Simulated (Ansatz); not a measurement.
# Worked example: HGaB⁺, quintet against HGaB, quartet

Geometry (PBE0/def2-TZVP stationary point of a quartet), kept for both states (HGaB, quartet: Σ⁻; HGaB⁺, quintet: Σ⁻):

```xyz
3

B     0.0000    0.0000    1.7828
Ga    0.0000    0.0000   -0.1197
H     0.0000    0.0000   -1.6631
```

Basis 6-31G (Cartesian d functions); Ansatz 0.2.0. Correlated methods freeze the noble-gas cores and the filled d shells of p-block atoms. Prefix R: restricted or restricted open-shell reference. No spin–orbit coupling is included, and no scalar relativity.

Full CI is exact within this basis and frozen core; it isn't the basis-set limit.

| level | E(HGaB, quartet) (hartree) | E(HGaB⁺, quintet) (hartree) |
| --- | --- | --- |
| RCCSD(T) | -1948.112962 | -1947.679922 |
| PBE | -1949.432017 | -1948.983929 |
| PBE0 | -1949.483380 | -1949.028872 |
| full CI | -1948.114065 | -1947.681446 |

Q: Give the vertical gap, HGaB⁺ quintet less HGaB quartet, at each level in eV (1 hartree = 27.2114 eV), and each error against full CI.

A: full CI: (-1947.681446 − (-1948.114065)) × 27.2114 = 11.772 eV (the reference)
PBE0: (-1949.028872 − (-1949.483380)) × 27.2114 = 12.368 eV, error 0.596 eV
PBE: (-1948.983929 − (-1949.432017)) × 27.2114 = 12.193 eV, error 0.421 eV
RCCSD(T): (-1947.679922 − (-1948.112962)) × 27.2114 = 11.784 eV, error 0.012 eV

Total energies of functionals can't be set beside those of wave-function methods, since they hold the core's correlation and their own absolute errors; only the differences compare.

The set has no polarisation functions, so the order and spacing of states can differ from the basis-set limit.

In so small a basis the reference is far from its limit while semilocal and hybrid functionals are nearer theirs, so the functionals' errors here hold much of the reference's basis and frozen-core error, which can add to them or hide them.

Each level lands on the state that its own search finds. T1 diagnostics of restricted CCSD: 0.028 and 0.097.
